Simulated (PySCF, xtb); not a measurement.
C4H6, SMILES C=CC=C.

GFN2-xTB run with xtb at its own geometry gives an orbital gap of 3.78 eV and a dipole moment of 0.00 D.

Coordinates come from a r2SCAN-D4/def2-SVP optimisation. One conformer was computed; it need not be the lowest.

### Question
What does B3LYP/def2-TZVP in PySCF give? (An estimate is asked for; the answer gives what the named calculation found.)

### Answer
gap 5.42 eV (levels -6.57 and -1.15 eV), dipole 0.00 D.
